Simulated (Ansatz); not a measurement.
## Reading a saddle point

A first-order saddle point of CH$_{3}$S, doublet, PBE0-D4/def2-TZVP, with one imaginary mode of 1564i cm⁻¹:

| atom | x (Å) | y (Å) | z (Å) |
| --- | --- | --- | --- |
| H1 | -1.0606 | -0.3021 | -0.2326 |
| C2 | 0.3073 | 0.2290 | -0.0183 |
| S3 | -0.3969 | -1.2649 | 0.6105 |
| H4 | 0.8735 | 0.2079 | -0.9412 |
| H5 | 0.2765 | 1.1301 | 0.5816 |

Computed with Ansatz 0.2.0 (basis: def2-TZVPP and def2-QZVPP); correlated methods freeze the cores; orbitals are unrestricted. Extrapolation: Hartree–Fock as exp(−7.88 √X), correlation as X^−2.97.

Which contacts change along the imaginary mode, and what lies on either side? (A judgement: the text doesn't fix the answer.)

Computed: The step is CH₃S ([CH3][S]) → CH₃S ([CH2][SH]). Shortening one way: H1–S3; lengthening the same way: H1–C2.
```json
{"pair": "H1–S3", "one side (Å)": "2.34", "saddle (Å)": "1.44", "other side (Å)": "1.34"}
{"pair": "H1–C2", "one side (Å)": "1.10", "saddle (Å)": "1.48", "other side (Å)": "2.32"}
```

Which side is lower, and how far does the saddle lie above each? (To be estimated.)

The calculation gives: The side with H1–C2 short is lower by 42.6 kJ/mol; the saddle lies 168.2 kJ/mol above it and 125.5 kJ/mol above the other (CCSD(T) at an estimated basis limit (MP2 extrapolated from triple and quadruple zeta, plus CCSD(T) − MP2 in triple zeta); electronic energies).

T1 diagnostic: at most 0.020. ⟨S²⟩ of the unrestricted Hartree–Fock references: 0.76 to 0.81 (a pure state has 0.75). The unrestricted reference is spin-contaminated, which hurts MP2 most.

Labels in which every atom is bracketed show which atoms are joined, not bond orders.

For scale, one of the runs: CCSD(T)/def2-TZVPP, 115 basis functions, launched by `ansatz run in.yaml --threads 2 --pin off --events-out ev --progress --plain --max-ram 4352MiB`. Hardware: 2 CPU threads of an Arm Neoverse V1, shared host. Wall time 12 s; peak host memory 0.89 GiB.
